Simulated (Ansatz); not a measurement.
## Lead, fcc: convergence with cold smearing

Computed with Ansatz, LDA, scalar-relativistic PAW, on the relaxed cell (a = 4.875 Å; spin not included). Errors count from a run at 420 eV on a Γ-centred 18×18×18 mesh with Fermi-Dirac smearing of 0.1 eV, extrapolated to zero width. Fixed here: cutoff 420 eV, mesh 11×11×11. The SCF starts from atomic densities corrected by a trained network.

```json
{"width (eV)": "0.03", "E(σ→0) error (meV/atom)": "-6.7", "F error (meV/atom)": "-6.8", "P (GPa)": "0.06", "SCF iterations": "5"}
{"width (eV)": "0.1", "E(σ→0) error (meV/atom)": "-7.0", "F error (meV/atom)": "-7.4", "P (GPa)": "0.00", "SCF iterations": "6"}
{"width (eV)": "0.2", "E(σ→0) error (meV/atom)": "-8.7", "F error (meV/atom)": "-8.1", "P (GPa)": "-0.17", "SCF iterations": "5"}
{"width (eV)": "0.3", "E(σ→0) error (meV/atom)": "-8.3", "F error (meV/atom)": "-5.9", "P (GPa)": "-0.13", "SCF iterations": "5"}
{"width (eV)": "0.6", "E(σ→0) error (meV/atom)": "-2.9", "F error (meV/atom)": "-2.9", "P (GPa)": "0.12", "SCF iterations": "6"}
{"width (eV)": "1.0", "E(σ→0) error (meV/atom)": "-4.4", "F error (meV/atom)": "-4.5", "P (GPa)": "0.12", "SCF iterations": "6"}
```

Question: What does the run at 0.01 give (width)?

Answer: E(σ→0) error (meV/atom): -6.6; F error (meV/atom): -6.6; P (GPa): 0.07; SCF iterations: 6.
